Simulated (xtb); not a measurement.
propane (C3H8), SMILES CCC. All values are semi-empirical tight-binding results from xtb (GFN2-xTB unless named), good for trends rather than for accurate numbers. Geometry optimised at GFN2-xTB.

Optimised geometry:

Bonds (Å): C1–C2 1.524, C1–H4 1.088, C1–H5 1.088, C1–H6 1.088, C2–C3 1.524, C2–H7 1.092, C2–H8 1.092, C3–H9 1.088, C3–H10 1.088, C3–H11 1.088. Angles (°): C2–C1–H4 110.7, C2–C1–H5 110.5, C2–C1–H6 110.5, H4–C1–H5 108.4, H4–C1–H6 108.4, H5–C1–H6 108.3, C1–C2–C3 111.6, C1–C2–H7 109.4, C1–C2–H8 109.4, C3–C2–H7 109.4, C3–C2–H8 109.4, H7–C2–H8 107.6, C2–C3–H9 110.7, C2–C3–H10 110.5, C2–C3–H11 110.5, H9–C3–H10 108.4, H9–C3–H11 108.4, H10–C3–H11 108.3.
Charge 0, spin multiplicity 1.

Computed properties:
- point group as xtb finds it: C2v
- orbital gap: 14.59 eV
- dipole moment: 0.02 D
- zero-point energy: 64.4 kcal/mol
- G − E(el) at 298.15 K (modified RRHO): 48.7 kcal/mol
- static polarisability (D4 model): 40.2 bohr³
- solvation energy, GFN2-xTB/ALPB(water): 0.0 kcal/mol
- solvation energy, GFN2-xTB/ALPB(chcl3): -2.3 kcal/mol

Computed IR lines (harmonic; lines under 4 % of the strongest left out, lines within 3 cm⁻¹ merged):
ν (cm⁻¹): 793 (w), 2967 (m), 2982 (m), 3028 (w), 3032 (s), 3035 (vs) (against the strongest line: vs over 80 %, s over 45 %, m over 15 %, w over 4 %, vw less)

Computed atomic charges and the Wiberg bond orders between heavy atoms:
charges (e) C1 -0.10, C2 -0.05, C3 -0.10, H4 0.03, H5 0.03, H6 0.03, H7 0.03, H8 0.03, H9 0.03, H10 0.03, H11 0.03. Bond orders C1–C2 1.02, C2–C3 1.02.
